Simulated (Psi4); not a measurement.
# SiH4O2 (SMILES O[SiH2]O): M06-2X/def2-SVPD

What is the energy change on altering one bond length of SiH4O2 at M06-2X/def2-SVPD? 

The results are computed with Psi4 1.11.

1 further run of the same task is left out (set aside as unsound or not needed).

## 1. Starting point

SiH4O2 has 7 atoms, charge 0, and is taken as a singlet. As SMILES, `O[SiH2]O`. The coordinates come from a PBE0-D4/def2-TZVP relaxation. This is one conformer, not always the lowest.

Bond lengths: O1–Si2 1.642 Å, Si2–O3 1.642 Å, O1–H4 0.958 Å, Si2–H5 1.481 Å, Si2–H6 1.481 Å, O3–H7 0.958 Å. Angles: O1–Si2–O3 113.5°, O1–Si2–H5 111.5°, O1–Si2–H6 103.9°, O3–Si2–H5 103.9°, O3–Si2–H6 111.5°, Si2–O1–H4 117.7°, Si2–O3–H7 117.7°, H5–Si2–H6 112.9°.

## 2. Energy and gradient at M06-2X/def2-SVPD

Contents of job.in:

```
memory 2200 MB

molecule {
  O     -1.385150    -0.243860    -0.354380
  Si     0.051410     0.422210     0.079240
  O      1.274030    -0.668570     0.183160
  H     -1.456660    -0.615580    -1.234790
  H      0.526670     1.393040    -0.933360
  H     -0.229300     1.048860     1.391580
  H      1.219010    -1.336090     0.868560
  symmetry c1
  no_reorient
  no_com
}

set {
  basis                def2-SVPD
  reference            rks
  puream               true
  e_convergence        1e-09
  d_convergence        1e-08
  scf_type             pk
  dft_radial_points    99
  dft_spherical_points 590
}

e_tot, wfn = gradient("m06-2x", return_wfn=True)
```

Command:

```console
$ psi4 -i job.in -o job.out -n 1
```

job.out:

```text
[...]
  Running in c1 symmetry.
[...]
  Nuclear repulsion =  120.473951977127712
[...]
  Multiplicity = 1
[...]
  Nalpha       = 17
  Nbeta        = 17
[...]
    Number of basis functions: 102
[...]
   @RKS iter   1:  -441.94868164050274   -3.59413e-01   7.24689e-03 DIIS/ADIIS
[...]
   @RKS iter  10:  -442.15830069906923   -4.88853e-12   3.80337e-09 DIIS
[...]
    Orbital Energies [Eh]
    ---------------------
    Doubly Occupied:
       1A    -67.061755     2A    -19.644725     3A    -19.644722
       4A     -5.589754     5A     -3.904197     6A     -3.903062
       7A     -3.901955     8A     -1.127982     9A     -1.106952
      10A     -0.664987    11A     -0.611143    12A     -0.502646
      13A     -0.481062    14A     -0.479620    15A     -0.414096
      16A     -0.408944    17A     -0.378631
[...]
  @RKS Final Energy:  -442.15830069906923
   => Energetics <=
    Nuclear Repulsion Energy =            120.4739519771277116
    One-Electron Energy =                -850.1468086410035312
    Two-Electron Energy =                 306.4196625192050192
    DFT Exchange-Correlation Energy =     -18.9051065543984329
    Empirical Dispersion Energy =           0.0000000000000000
    VV10 Nonlocal Energy =                  0.0000000000000000
    Total Energy =                       -442.1583006990692297
[...]
 Multipole Moments:
 ------------------------------------------------------------------------------------
     Multipole            Electronic (a.u.)      Nuclear  (a.u.)        Total (a.u.)
 ------------------------------------------------------------------------------------
 L = 1.  Multiply by 2.5417464519 to convert [e a0] to [Debye]
 Dipole X            :          0.1651689           -0.2069250           -0.0417561
 Dipole Y            :          1.3545998           -1.6974843           -0.3428845
 Dipole Z            :          0.2539454           -0.3182488           -0.0643034
 Magnitude           :                                                    0.3513521
[...]
  -Total Gradient:
     Atom            X                  Y                   Z
    ------   -----------------  -----------------  -----------------
       1        0.011684922585     0.006028339592     0.003790339258
       2       -0.002506757298    -0.020550471053    -0.003851242141
       3       -0.009788509795     0.009505948067    -0.000864920833
       4        0.001885110661     0.001493178418     0.001956567353
       5        0.000691108533     0.000443644436    -0.000300497643
       6       -0.000581098884     0.000455355999     0.000466856808
       7       -0.001400024665     0.002498705560    -0.001220570916
[...]
```

Run time: 46 s. Hardware: 1 thread of AMD EPYC 7B13 (Zen 3), shared host; peak memory 1.1 GiB.

## 3. The distorted shape

Contents of input.json:

```json
{
 "schema_name": "qcschema_input",
 "schema_version": 1,
 "molecule": {
  "schema_name": "qcschema_molecule",
  "schema_version": 2,
  "symbols": ["O", "Si", "O", "H", "H", "H", "H"],
  "geometry": [-5.87524167, -1.97127537, -1.65300202, 0.09715082, 0.79786127, 0.1497419, 2.40756777, -1.2634142, 0.34612224, -6.01037598, -2.67372436, -3.3167358, 0.99526206, 2.63246408, -1.76379478, -0.4333142, 1.98205814, 2.62970508, 2.30359504, -2.52484418, 1.64134052],
  "molecular_charge": 0,
  "molecular_multiplicity": 1,
  "fix_symmetry": "c1"
 },
 "driver": "gradient",
 "model": {
  "method": "m06-2x",
  "basis": "def2-SVPD"
 },
 "keywords": {
  "puream": true,
  "e_convergence": 1e-09,
  "d_convergence": 1e-08,
  "scf_type": "pk",
  "dft_radial_points": 99,
  "dft_spherical_points": 590
 }
}
```

Command:

```console
$ psi4 --qcschema input.json -n 1 --memory 2200MB
```

stdout:

```text
[...]
  Running in c1 symmetry.
[...]
  Nuclear repulsion =   91.885847331423506
[...]
  Multiplicity = 1
[...]
  Nalpha       = 17
  Nbeta        = 17
[...]
    Number of basis functions: 102
[...]
   @RKS iter   1:  -441.50347029315316   -5.07136e-01   9.09812e-03 ADIIS/DIIS
[...]
   @RKS iter  17:  -441.92092000274454   -3.06954e-12   4.19626e-09 DIIS
[...]
    Orbital Energies [Eh]
    ---------------------
    Doubly Occupied:
       1A    -67.146832     2A    -19.716934     3A    -19.566146
       4A     -5.675495     5A     -3.989717     6A     -3.987392
       7A     -3.985544     8A     -1.183139     9A     -0.962245
      10A     -0.713353    11A     -0.596502    12A     -0.525339
      13A     -0.502649    14A     -0.456226    15A     -0.427530
      16A     -0.296013    17A     -0.267264
[...]
  @RKS Final Energy:  -441.92092000274454
   => Energetics <=
    Nuclear Repulsion Energy =             91.8858473314235056
    One-Electron Energy =                -792.2450131579619210
    Two-Electron Energy =                 277.2335010200436614
    DFT Exchange-Correlation Energy =     -18.7952551962498191
    Empirical Dispersion Energy =           0.0000000000000000
    VV10 Nonlocal Energy =                  0.0000000000000000
    Total Energy =                       -441.9209200027445377
[...]
 Multipole Moments:
 ------------------------------------------------------------------------------------
     Multipole            Electronic (a.u.)      Nuclear  (a.u.)        Total (a.u.)
 ------------------------------------------------------------------------------------
 L = 1.  Multiply by 2.5417464519 to convert [e a0] to [Debye]
 Dipole X            :          2.1887816            0.1804876            2.3692692
 Dipole Y            :          0.0938894            0.6493977            0.7432871
 Dipole Z            :          0.6694554            0.1449224            0.8143778
 Magnitude           :                                                    2.6132592
[...]
  -Total Gradient:
     Atom            X                  Y                   Z
    ------   -----------------  -----------------  -----------------
       1       -0.020315909043    -0.014019418670    -0.018682395107
       2        0.000548455453    -0.005359750555     0.007132010666
       3        0.008503075004     0.002830239851     0.002585108604
       4       -0.006031599731     0.001139997882     0.008216993152
       5        0.009530123225     0.003573193435     0.004096341237
       6        0.010303846509     0.005458714346     0.000354804163
       7       -0.002462581073     0.006321843878    -0.003651768869
[...]
```

The result, in JSON:

```text
{
 "driver": "gradient",
 "model": {
  "method": "m06-2x",
  "basis": "def2-SVPD"
 },
 "success": true,
 "return_result": [-0.020315909043207694, -0.01401941867040786, -0.01868239510696404, 0.0005484554525544, -0.0053597505546447155, 0.007132010665750855, 0.008503075003682872, 0.0028302398513217336, 0.002585108603953154, -0.006031599730794129, 0.0011399978821693968, 0.008216993151860752, 0.00953012322528949, 0.0035731934346154084, 0.004096341237201921, 0.01030384650930637, 0.005458714346024254, 0.00035480416261668424, -0.0024625810733070125, 0.006321843877661493, -0.003651768869362193],
 "properties": {
  "calcinfo_nbasis": 102,
  "calcinfo_nmo": 102,
  "calcinfo_nalpha": 17,
  "calcinfo_nbeta": 17,
  "calcinfo_natom": 7,
  "nuclear_repulsion_energy": 91.8858473314235,
  "return_energy": -441.92092000274454,
  "return_gradient": [-0.020315909043207694, -0.01401941867040786, -0.01868239510696404, 0.0005484554525544, -0.0053597505546447155, 0.007132010665750855, 0.008503075003682872, 0.0028302398513217336, 0.002585108603953154, -0.006031599730794129, 0.0011399978821693968, 0.008216993151860752, 0.00953012322528949, 0.0035731934346154084, 0.004096341237201921, 0.01030384650930637, 0.005458714346024254, 0.00035480416261668424, -0.0024625810733070125, 0.006321843877661493, -0.003651768869362193],
  "scf_one_electron_energy": -792.2450131579619,
  "scf_two_electron_energy": 277.23350102004366,
  "scf_xc_energy": -18.79525519624982,
  "scf_dipole_moment": [2.3692691986731074, 0.7432871193981854, 0.814377793400167],
  "scf_total_energy": -441.92092000274454,
  "scf_total_gradient": [-0.020315909043207694, -0.01401941867040786, -0.01868239510696404, 0.0005484554525544, -0.0053597505546447155, 0.007132010665750855, 0.008503075003682872, 0.0028302398513217336, 0.002585108603953154, -0.006031599730794129, 0.0011399978821693968, 0.008216993151860752, 0.00953012322528949, 0.0035731934346154084, 0.004096341237201921, 0.01030384650930637, 0.005458714346024254, 0.00035480416261668424, -0.0024625810733070125, 0.006321843877661493, -0.003651768869362193],
  "scf_iterations": 17
 }
}
```

Wall time 61 s (1 thread of AMD EPYC 7B13 (Zen 3), shared host); peak memory 1 GiB.

## 4. Results

At M06-2X/def2-SVPD:

```
                                                          quantity          value
                                         first shape: total energy  -442.15830 Eh
                                        first shape: dipole moment         0.89 D
                                          first shape: HOMO energy      -10.30 eV
                                          first shape: LUMO energy        0.42 eV
                                        first shape: HOMO–LUMO gap       10.73 eV
                             first shape: largest force on an atom     1.083 eV/Å
                                     distorted shape: total energy  -441.92092 Eh
                                    distorted shape: dipole moment         6.64 D
                                      distorted shape: HOMO energy       -7.27 eV
                                      distorted shape: LUMO energy       -3.71 eV
                                    distorted shape: HOMO–LUMO gap        3.56 eV
                         distorted shape: largest force on an atom     1.592 eV/Å
energy change with the O1–Si2 bond stretched from 1.642 to 3.612 Å       6.459 eV
```

One bond (distorted shape) is far stretched, which a spin-restricted single reference describes badly; a broken-symmetry solution may lie lower. With the O1–Si2 bond stretched from 1.642 to 3.612 Å the energy rises by 6.46 eV (623 kJ/mol). The first shape isn't relaxed at this level, so the change isn't measured from a minimum. A restricted reference can't describe the breaking bond well at this length. The largest force (first shape) is 1.08 eV/Å: the shape isn't a stationary point for this species at this level.
